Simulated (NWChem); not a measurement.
System: ammonia (NH$_{3}$); SMILES N

Here is an NWChem input.

```
start job
memory heap 200 mb stack 900 mb global 1100 mb
geometry units angstroms noautoz
  N      0.000000     0.000000     0.138852
  H      0.661761     0.661761    -0.266384
  H      0.242221    -0.903982    -0.266384
  H     -0.903982     0.242221    -0.266384
end
basis spherical
  * library def2-tzvpd
end
dft
  xc xcamb88 1.00 lyp 0.81 vwn_5 0.19 hfexch 1.00
  cam 0.33 cam_alpha 0.19 cam_beta 0.46
  iterations 150
  mulliken
end
task dft energy
```

Coordinates come from a PBE0/def2-SVP optimisation.

Problem. What results follow from this input? (CAM-B3LYP/def2-TZVPD.) Quantities: energy (Ha); highest occupied level (eV); orbital gap (eV); dipole (D).

Solution. 
```
Property                     Result
---------------------------  ------
energy (Ha)                  -56.56
highest occupied level (eV)   -9.34
orbital gap (eV)              10.24
dipole (D)                     1.63
```
